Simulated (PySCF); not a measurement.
Molfile (atoms numbered from 1):
```
C3H5FO2
     RDKit          3D

 11 11  0  0  0  0  0  0  0  0999 V2000
    2.0786   -0.1593   -0.6135 O   0  0  0  0  0  0  0  0  0  0  0  0
    0.9528   -0.4812    0.1566 C   0  0  0  0  0  0  0  0  0  0  0  0
   -0.3279    0.0204   -0.4838 C   0  0  2  0  0  0  0  0  0  0  0  0
   -0.7815    1.3092   -0.1092 O   0  0  0  0  0  0  0  0  0  0  0  0
   -1.5358    0.2504    0.3071 C   0  0  2  0  0  0  0  0  0  0  0  0
   -1.5051   -0.0270    1.6322 F   0  0  0  0  0  0  0  0  0  0  0  0
    2.1471    0.8006   -0.6795 H   0  0  0  0  0  0  0  0  0  0  0  0
    0.9250   -1.5730    0.2098 H   0  0  0  0  0  0  0  0  0  0  0  0
    1.0308   -0.0750    1.1737 H   0  0  0  0  0  0  0  0  0  0  0  0
   -0.4337   -0.2037   -1.5420 H   0  0  0  0  0  0  0  0  0  0  0  0
   -2.5448    0.1415   -0.0774 H   0  0  0  0  0  0  0  0  0  0  0  0
  1  2  1  0
  2  3  1  0
  3  4  1  0
  4  5  1  0
  5  6  1  0
  5  3  1  0
  1  7  1  0
  2  8  1  0
  2  9  1  0
  3 10  1  6
  5 11  1  6
M  END
```

Geometry: GFN2-xTB; GIAO shifts from PySCF, gas phase, non-relativistic, averaged over equivalent atoms.

At B3LYP/6-311+G(2d,p) (192 basis functions, 15 s wall time on 1 thread of an Arm Neoverse V2, shared host):
```
atoms  δ (ppm)
   O4     74.3
   O1     26.2
   C5     90.0
   C2     69.0
   C3     59.8
   F6   -192.0
  H11     5.45
   H8     4.19
   H9     4.12
  H10     2.85
   H7     0.67
```

Referencing at the same level of theory: H2O for 17O (σref 325.32); 13C (σref 184.29) and 1H (σref 32.15) vs TMS; 19F (σref 162.46) vs CFCl3.

Estimate the result of repeating the calculation with OPBE/IGLO-III.

Answers


| atoms | δ at OPBE/IGLO-III | change |
| --- | --- | --- |
| O4 | 78.2 | +3.9 |
| O1 | 28.5 | +2.3 |
| C5 | 92.1 | +2.1 |
| C2 | 70.0 | +1.0 |
| C3 | 59.8 | +0.0 |
| F6 | -198.7 | -6.7 |
| H11 | 5.52 | +0.07 |
| H8 | 4.16 | -0.03 |
| H9 | 4.15 | +0.03 |
| H10 | 2.81 | -0.04 |
| H7 | 0.62 | -0.05 |

δ = σ(ref) − σ, references computed at the same level: H2O for 17O (σref 328.53); 13C (σref 186.52) and 1H (σref 31.77) vs TMS; 19F (σref 147.72) vs CFCl3.

The largest change is at F6 (fluorine on an sp3 carbon). Cost: 260 basis functions, 31 s wall time on 1 thread of an Arm Neoverse V2, shared host. The order of the carbon signals is the same at both levels.

Unscaled 19F shifts against computed CFCl3 carry errors that often reach 10 to 50 ppm. Experimental scales use liquid or dissolved standards, which lie at an offset from isolated H2O (liquid H2O: subtract about 36 ppm).
